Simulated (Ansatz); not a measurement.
Working through a composite energy at a relaxed geometry of CH6N (charge +1), SMILES C[NH3+]

Computed with Ansatz's Python interface.

Notebook, run cell by cell (the value of a cell's last expression is shown):

```python
import itertools

import ansatz
from ase import Atoms
from ase.data import atomic_numbers, covalent_radii
import numpy as np
```

```python
atoms = Atoms(["C", "N", "H", "H", "H", "H", "H", "H"], positions=[
    (-0.21871, 0.28466, -0.64458),
    (0.2218, -0.28835, 0.65287),
    (-0.04382, -0.42954, -1.44624),
    (-1.28046, 0.51931, -0.60694),
    (0.33615, 1.19561, -0.85801),
    (0.06299, 0.38364, 1.41594),
    (1.22472, -0.5166, 0.62464),
    (-0.30266, -1.14873, 0.86232),
])
mol = ansatz.Crystal.molecule_from_ase(atoms)
```

```python
job = mol.calculation()
job = job.basis(gaussian="def2-SVP").functional("r2SCAN", dispersion="d4")
job = job.charge(1)
symbols = [site.symbol for site in mol.cartesian_sites]
start = np.array([site.position_ang for site in mol.cartesian_sites], dtype=float)
r = job.relax(force_tolerance=0.01, max_steps=100).run(threads=1, backend="cpu").report
end = np.array(r["positions_ang"])
# pairs closer than 1.2 times the sum of covalent radii, before or after
radius = [covalent_radii[atomic_numbers[s]] for s in symbols]
span = lambda where, i, j: np.linalg.norm(where[i] - where[j])
bonded = [(i, j) for i, j in itertools.combinations(range(len(symbols)), 2) if min(span(start, i, j), span(end, i, j)) < 1.2 * (radius[i] + radius[j])]
print("pair        before    after (A)")
for i, j in bonded:
    print(f"{symbols[i]}{i}-{symbols[j]}{j}".ljust(10), f"{span(start, i, j):8.4f} {span(end, i, j):8.4f}")
```

    pair        before    after (A)
    C0-N1        1.4852   1.5009
    C0-H2        1.0878   1.0962
    C0-H3        1.0880   1.0962
    C0-H4        1.0878   1.0962
    N1-H5        1.0291   1.0302
    N1-H6        1.0290   1.0303
    N1-H7        1.0292   1.0303

```python
minimum = ansatz.Crystal.molecule()
for symbol, place in zip(symbols, end):
    minimum = minimum.atom(symbol, place.tolist())
at_minimum = minimum.calculation().charge(1)
# MP2 extrapolated to the basis limit, plus the small-basis difference CCSD(T) - MP2
level = lambda method, basis: at_minimum.basis(gaussian=basis).correlation(method).run(threads=1, backend="cpu").report
small, large, cluster = level("mp2", "cc-pVDZ"), level("mp2", "cc-pVTZ"), level("ccsd_t", "cc-pVDZ")
corr = lambda each: (each["free_energy_ev"] - each["reference_energy_ev"]) / 27.211386246
mp2_limit = (27 * corr(large) - 8 * corr(small)) / 19
pieces = {"HF / cc-pVTZ": large["reference_energy_ev"] / 27.211386246, "MP2 correlation, DZ-TZ limit": mp2_limit, "CCSD(T) - MP2 / cc-pVDZ": corr(cluster) - corr(small)}
for name, value in pieces.items():
    print(f"{name:32s} {value:14.6f} Ha")
print(f"{'sum':32s} {sum(pieces.values()):14.6f} Ha")
print("T1 diagnostic", round(cluster["correlation"]["coupled_cluster"]["t1_diagnostic"], 4))
```

    HF / cc-pVTZ                         -95.616667 Ha
    MP2 correlation, DZ-TZ limit          -0.429317 Ha
    CCSD(T) - MP2 / cc-pVDZ               -0.041354 Ha
    sum                                  -96.087338 Ha
    T1 diagnostic 0.0061

Total energies depend on the basis set; only differences at equal settings carry meaning. The sum leaves out core correlation, relativity, the Hartree-Fock basis error and zero-point energy; a DZ-TZ extrapolation is rough. Inner cores stay frozen, so this is valence correlation. An extrapolation from small basis sets is rough. Run time: 10 s on 1 thread of Arm Neoverse V2 (shared host), peak memory 0.27 GiB.
